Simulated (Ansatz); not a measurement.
Cubic perovskite KTaO3, treated with PBE-D4 (Ansatz, an electronic-structure program, PAW).

Settings: plane-wave cutoff 500 eV, 8×8×8 k mesh, gaussian smearing 0.02 eV, scalar-relativistic PAW data made under PBE.

Cell (relaxed at this level):

```
CELL_PARAMETERS angstrom
      4.01057     0.00000     0.00000
      0.00000     4.01057     0.00000
      0.00000     0.00000     4.01057
ATOMIC_POSITIONS crystal
  K  0.00000 0.00000 0.00000
  Ta 0.50000 0.50000 0.50000
  O  0.50000 0.00000 0.50000
  O  0.00000 0.50000 0.50000
  O  0.50000 0.50000 0.00000
```

Question: Estimate the band gap that the calculation returns.

Answer: 
- band gap: 2.18 eV (on the SCF k mesh)

Measured, for comparison: band gap 3.64 eV (temperature not stated, not corrected to a static lattice, indirect; as tabulated in Himmetoglu and Janotti (2016), arXiv:1601.06205).

Spin–orbit coupling is not included.

Static lattice: no zero-point or thermal effects.

It cost about 16 core-seconds (a rough figure) of CPU time.
